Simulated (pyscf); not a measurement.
**1,1-elimination: F–CH(F)–Cl → HF + F–C:–Cl [singlet]**

Gas phase, singlet surface, charge 0. Bonds broken: F1–C2, C2–H5. Bonds formed: F1–H5. Structures and frequencies: ωB97X-D3(BJ)/def2-SVP in PySCF. MP2 and CC: frozen core, UHF for open shells. ΔMP2 is the change of the MP2 total energy from the triple- to the quadruple-zeta basis.

Transition state (Å):

```xyz
5

F     -0.1140     0.3127     1.0626
C      0.2877     0.4729    -0.8417
F      1.5041     0.8910    -0.8719
Cl     0.1361    -1.0694    -1.5226
H     -0.4557     0.8700     0.0577
```

One imaginary mode, 1273i cm⁻¹; descent along it reached the two sides named, in the forms told below.

```tsv
bond	change	reactant side (Å)	saddle	product side
F1–C2	breaks	1.336	1.953	2.8
C2–H5	breaks	1.101	1.233	1.894
F1–H5	forms	1.999	1.199	0.939
```

Electronic energies relative to the reactant's lowest minimum found (kJ/mol):

```
level                             barrier  reaction energy  reverse barrier
--------------------------------  -------  ---------------  ---------------
ωB97X-D3(BJ)/def2-TZVP              322.8           +276.4             46.4
PBE/def2-TZVP                       271.1           +267.4              3.7
r²SCAN/def2-TZVP                    292.7           +280.5             12.2
B3LYP-D3(BJ)/def2-TZVP              299.3           +265.6             33.7
PBE0-D3(BJ)/def2-TZVP               314.0           +285.5             28.5
M06-2X/def2-TZVP                    338.5           +277.5             61.0
ωB97M-D3(BJ)/def2-TZVP              314.5           +263.5             51.0
HF/def2-TZVP                        388.0           +257.5            130.4
MP2/def2-QZVPP                      324.0           +272.9             51.0
CCSD/def2-TZVPP                     339.4           +259.0             80.4
CCSD(T)/def2-TZVPP                  321.4           +255.4             66.0
CCSD(T)/def2-TZVPP + ΔMP2(QZVPP)    319.0           +254.6             64.4
```

With CCSD(T)/def2-TZVPP + ΔMP2(QZVPP) energies and thermal terms (ideal gas, 1 atm, RRHO with modes under 100 cm⁻¹ raised to 100, one conformer, R ln 2 for rigid chiral ones), in kJ/mol:

| T (K) | ΔH‡ | ΔG‡ | ΔH | ΔG |
|---|---|---|---|---|
| 298 | 301.9 | 296.7 | +238.7 | +193.5 |
| 600 | 302.5 | 291.1 | +241.3 | +146.3 |
| 900 | 302.2 | 285.5 | +240.7 | +98.9 |
| 1200 | 301.3 | 280.0 | +238.6 | +51.9 |

On the product side the descent ends in a complex, 33.4 kJ/mol under the separated species and 79.8 kJ/mol under the saddle at ωB97X-D3(BJ)/def2-TZVP. This is the saddle that the search found; another between the same sides may lie lower. The CCSD(T) − MP2 part came from Ansatz, without density fitting, on the same reference.
